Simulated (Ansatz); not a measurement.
# AlNH₂+ (quartet): wave-function methods side by side, cc-pVTZ

An exercise on one series of results from a longer session: the logs are not shown, and one member is left open.

The runs use Ansatz 0.2.0, Gaussian basis; cc-pVTZ, core rule «outside noble gas», up to 6 orbitals frozen.

Plan: UHF; CCSD(T) on ROHF; CCSD(T) on UHF; BCCD(T) on ROHF; CCSDT(Q) on ROHF; CCSDT(Q) on UHF.

16 further runs of the same task are left out: 10 for a known fault of the program, 6 set aside as unsound or not needed.

## The system

The geometry is a PBE0/def2-TZVP stationary point (not a proven minimum) of the parent state, kept for this charge and spin.

4 atoms, charge 1, spin multiplicity 4.

Atoms are counted from 1 here; the program's logs count them from 0.

Bond lengths: Al1–N2 1.771 Å, N2–H3 1.007 Å, N2–H4 1.007 Å. Angles: Al1–N2–H3 124.1°, Al1–N2–H4 124.1°, H3–N2–H4 111.7°.

Set-up of the first run:

Input file in.yaml:

```yaml
crystal:
  periodic: [false, false, false]
  atoms:
    - {symbol: Al, position_ang: [0.000000, 0.000000, 0.686473]}
    - {symbol: N, position_ang: [0.000000, 0.000000, -1.084932]}
    - {symbol: H, position_ang: [0.000000, 0.833405, -1.649784]}
    - {symbol: H, position_ang: [0.000000, -0.833405, -1.649784]}
basis:
  gaussian: {orbitals: cc-pVTZ}
total_charge: 1
magnetization: {spin_polarized: true, initial_magnetization: 3}
hamiltonian: {xc: hf}
output: {orbitals: {seedname: orbitals}}
```

The run is started by

```bash
ansatz run in.yaml --threads 1 --pin off --events-out ev --progress --plain --max-ram 2816MiB --backend cpu
```

Steps of the session up to this table: UHF; CCSD(T) on ROHF; CCSD(T) on UHF; BCCD(T) on ROHF; CCSDT(Q) on ROHF; CCSDT(Q) on UHF.

One of the session's tables, all rows but one given; the rest of the session is left out.

It belongs to the step «Misses and costs». 

```
   method  from UCCSDT(Q) (meV)
     ROHF               +6083.3
      UHF               +5950.8
     RMP2                     ?
     UMP2                +740.2
    RCCSD                +187.5
    UCCSD                +182.4
 RCCSD(T)                 +22.3
 UCCSD(T)                 +19.5
  BCCD(T)                 +22.3
   RCCSDT                  +8.7
   UCCSDT                  +5.3
RCCSDT(Q)                  +3.4
UCCSDT(Q)                     0
```

Q: Estimate the row for RMP2 from the others.

The run gave: from UCCSDT(Q) (meV): +727.6. In the column «from UCCSDT(Q) (meV)» it lies between RCCSD (+187.5) and UMP2 (+740.2).

Caveats from the session: Restricted and unrestricted rows rest on different reference determinants; where their highest levels disagree by more than a few hundredths of an eV, they describe different states and don't form one ladder.
